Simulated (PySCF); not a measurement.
## LiP: mean field, correlation and small terms against distance

State: ³Σ⁻, triplet, unpaired electrons π ↑↑. ROHF-based CCSD(T) in PySCF 2.14 with Li cc-pVTZ, P cc-pV(T+d)Z and Li cc-pVQZ, P cc-pV(Q+d)Z (frozen core orbitals: 6; no relativity). Correlation energies are extrapolated as n⁻³ (n = 3, 4), Hartree–Fock as (n+1)·exp(−9√n). CV is the change on freezing 1 orbitals instead, in Li cc-pCVTZ, P cc-pwCVTZ. SR is the spin-free X2C energy in Li cc-pVTZ-DK, P cc-pVTZ-DK less the non-relativistic one in Li cc-pVTZ, P cc-pVTZ. All energies in eV from Li + P.

```
 R (Å)  HF/CBS  CCSD corr.      (T)       CV      SR   total
2.0547  -0.330      -1.146  -0.0686  -0.0325  0.0025  -1.575
2.1481  -0.507      -1.139  -0.0697  -0.0234  0.0033  -1.736
2.2415  -0.600      -1.134  -0.0711  -0.0159  0.0038  -1.816
2.3349  -0.628      -1.130  -0.0727  -0.0096  0.0042  -1.836
2.4283  -0.610      -1.128  -0.0745  -0.0043  0.0046  -1.812
2.5450  -0.539      -1.128  -0.0771   0.0011  0.0051  -1.738
2.6617  -0.432      -1.131  -0.0799   0.0054  0.0057  -1.632
```

A fit to the total gives Re = 2.3258 Å, De = 1.837 eV, ωe = 496.3 cm⁻¹, Be = 0.5448 cm⁻¹ (masses 7.0160 and 30.9738 u).

**Question.** At R = 2.3349 Å the CCSD correlation energy is -0.136706 hartree in the smaller basis and -0.144102 in the larger. Extrapolate it.

**Answer.** (4³·E4 − 3³·E3)/(4³ − 3³) = -0.14950 hartree; the larger basis holds 96.4 % of it.

The T1 diagnostic is 0.021. The state was picked by a PBE0 search and need not be the measured ground state. Spin–orbit coupling, excitations beyond (T) and corrections to the Born–Oppenheimer picture are left out.
